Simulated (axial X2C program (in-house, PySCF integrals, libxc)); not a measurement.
# Ionising N₂

All values come from calculations with an in-house all-electron X2C program for linear molecules (integrals from PySCF), spin-free (one-electron X2C) or two-component (2c: spin–orbit coupling with atomic mean-field Coulomb and Gaunt terms, which also bring small scalar terms), in Dyall basis sets with cores contracted in-house; open shells are unrestricted.

Basis sets: N dyall-av3z.

```tsv
Hamiltonian	level	N₂ state	Re (Å)	ωe (cm⁻¹)	De (eV)
spin-free	PBE0	M_S = 0, Λ = 0	1.089	2479.6	9.76
2c	PBE0	Ω = 0	1.089	2479.8	9.76
```

Adiabatic ionisation energy (minimum to minimum, no zero-point term) and constants of N₂⁺:

| Hamiltonian | level | N₂⁺ state | IE (eV) | Re (Å) | ωe (cm⁻¹) | De (eV) | fragments |
| --- | --- | --- | --- | --- | --- | --- | --- |
| spin-free | PBE0 | M_S = 1/2, Λ = 0 | 15.74 | 1.102 | 2366.4 | 8.71 | N+ + N |
| 2c | PBE0 | Ω = 1/2 | 15.74 | 1.102 | 2366.6 | 8.72 | N+ + N |

Add the zero-point terms to the ionisation energy at PBE0, 2c, and say whether the electron removed was bonding.

IE0 = IE + (ωe⁺ − ωe)/2 = 15.74 + (-0.007) = 15.73 eV. Re changes by 0.013 Å, so the electron was nearly non-bonding.

Close the cycle De(N₂⁺) + IE(N₂) = De(N₂) + IE(N) to find the atomic ionisation energy at PBE0, 2c.

IE(N) = 8.72 + 15.74 − 9.76 = 14.70 eV, for the determinants used.

Each entry is the lowest single determinant of a limited PBE0 search at one distance. De goes to single-determinant-based atoms at the same level (for ions the charge split of lowest energy) and is withheld (n/a) where an atom does not fit its ground term or J level. Main or longest-lived isotopes. Some light 2c atoms are not at their ground J level, so De misses part of their lowering (0.04 eV or less). The functionals have no current term, which raises determinants with orbital currents.
